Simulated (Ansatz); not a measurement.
# C2N: the cost of one run

Method: the levels named in each step, in Ansatz 0.2.0.

## (1) Starting point

Bond lengths: C1–C2 1.325 Å, C2–N3 1.214 Å. Angles: C1–C2–N3 180.0°.

Structure file:

```xyz
3

C     0.0000    0.0000   -1.2884
C     0.0000    0.0000    0.0370
N     0.0000    0.0000    1.2514
```

## (2) A rough first relaxation, PBE-D4/def2-SVPD

input.yaml reads:

```yaml
crystal:
  periodic: [false, false, false]
  atoms:
    - { symbol: C, position_ang: [0.0, 0.0, -1.28844] }
    - { symbol: C, position_ang: [0.0, 0.0, 0.03703] }
    - { symbol: "N", position_ang: [0.0, 0.0, 1.25141] }
magnetization:
  spin_polarized: true
  initial_magnetization: 2
total_charge: -1
basis:
  gaussian: { orbitals: def2-SVPD }
hamiltonian:
  xc: pbe
  dispersion: d4
relax:
  f_tol: 0.03
  max_steps: 200
```

Run with:

```
$ ansatz run input.yaml --threads 2 --pin off --max-ram 5120MiB --backend cpu --events-out ev --progress --plain --runs-dir out
```

**Question.** How long does this run take on 2 threads of Intel Xeon 6975P-C (Granite Rapids), shared host, and how much memory does it need?

About 3.5 s, with a peak of 0.13 GiB.
